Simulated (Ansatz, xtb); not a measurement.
# Two isomers of C3H6O2S

Structure X: `CSCOC=O`, a singlet. Structure Y: `CSCC(=O)O`, a singlet. Both are isolated molecules in the gas phase, relaxed with B3LYP/def2-SVP, each in the lowest conformer that the search found.

X (Å):

```xyz
12

C     0.2400   -0.1542    1.1344
C    -2.1912   -1.4993    1.1735
C    -3.8002   -0.4803    2.5947
O    -2.9661   -0.3523    1.5459
O    -3.9969   -1.4822    3.2219
S    -0.5648   -1.5617    1.9695
H     0.3494   -0.3358    0.0539
H    -0.3244    0.7739    1.3036
H     1.2392   -0.0508    1.5805
H    -2.0833   -1.4420    0.0817
H    -2.7144   -2.4205    1.4641
H    -4.2921    0.4981    2.7795
```

Y (Å):

```yaml
atoms:
  - { symbol: C, position_ang: [-1.1610, -1.0802, -1.1005] }
  - { symbol: C, position_ang: [-0.6811, 0.7536, 0.9699] }
  - { symbol: C, position_ang: [-2.0932, 0.7219, 1.5063] }
  - { symbol: O, position_ang: [-3.0896, 0.7627, 0.8241] }
  - { symbol: O, position_ang: [-2.1301, 0.6007, 2.8463] }
  - { symbol: S, position_ang: [-0.1614, -0.9179, 0.4151] }
  - { symbol: H, position_ang: [-1.0016, -2.1048, -1.4664] }
  - { symbol: H, position_ang: [-0.8314, -0.3678, -1.8726] }
  - { symbol: H, position_ang: [-2.2283, -0.9294, -0.8869] }
  - { symbol: H, position_ang: [-0.6263, 1.4609, 0.1295] }
  - { symbol: H, position_ang: [0.0302, 1.0484, 1.7527] }
  - { symbol: H, position_ang: [-3.0685, 0.5351, 3.0961] }
```

Quicker runs give these differences E(Y) − E(X): GFN2-xTB −8.6 kcal/mol; HF/STO-3G −2.4 kcal/mol (at GFN2-xTB geometries); r2SCAN-D4/def2-SVP −14.0 kcal/mol (at GFN2-xTB geometries).

Problem. Estimate E(Y) − E(X) at the level CCSD(T)/def2-SVP + ΔMP2/def2-TZVPP.

Solution. Calculated at CCSD(T)/def2-SVP + ΔMP2/def2-TZVPP: E(Y) − E(X) = −13.9 kcal/mol, so structure Y lies lower.

Level by level:

```
                             level        geometry  E(Y) − E(X) (kcal/mol)  departure from the last row (kcal/mol)  job, with rough time for the two
                          GFN2-xTB        GFN2-xTB                      −8.6                                    +5.3              optimisation, 0.53 s
                         HF/STO-3G        GFN2-xTB                      −2.4                                   +11.5              single point, 0.73 s
                r2SCAN-D4/def2-SVP        GFN2-xTB                     −14.0                                    −0.1               single point, 4.9 s
                    B3LYP/def2-SVP  B3LYP/def2-SVP                     −12.4                                    +1.5                optimisation, 85 s
                       HF/def2-SVP  B3LYP/def2-SVP                     −13.8                                    +0.1           part of the CCSD(T) run
                      MP2/def2-SVP  B3LYP/def2-SVP                     −15.0                                    −1.1           part of the CCSD(T) run
                  CCSD(T)/def2-SVP  B3LYP/def2-SVP                     −13.9                                     0.0                      single point
CCSD(T)/def2-SVP + ΔMP2/def2-TZVPP  B3LYP/def2-SVP                     −13.9                                                        single point, 53 s
```

As drawn, Y has 1 C–C, 1 O–H in place of 1 C–O, 1 C–H.

The levels shown agree on the order. The largest departure from CCSD(T)/def2-SVP + ΔMP2/def2-TZVPP is that of HF/STO-3G, 11.5 kcal/mol. The last row adds to CCSD(T) the change of the MP2 difference between the two basis sets, here 0.0 kcal/mol.

With thermal terms from frequencies at re-optimised GFN2-xTB minima (ideal gas, soft modes damped towards free rotors, one conformer each, 298.15 K, 1 atm): the zero-point term adds +0.4 kcal/mol; ΔH is −13.6 and ΔG −13.3 kcal/mol.

The correlated steps freeze 10 core orbitals. Codes used: Ansatz 0.2.0, xtb 6.7.1; the last row on 2 threads of Intel(R) Xeon(R) Platinum 8259CL CPU @ 2.50GHz (Skylake/Cascade Lake) on a shared host.
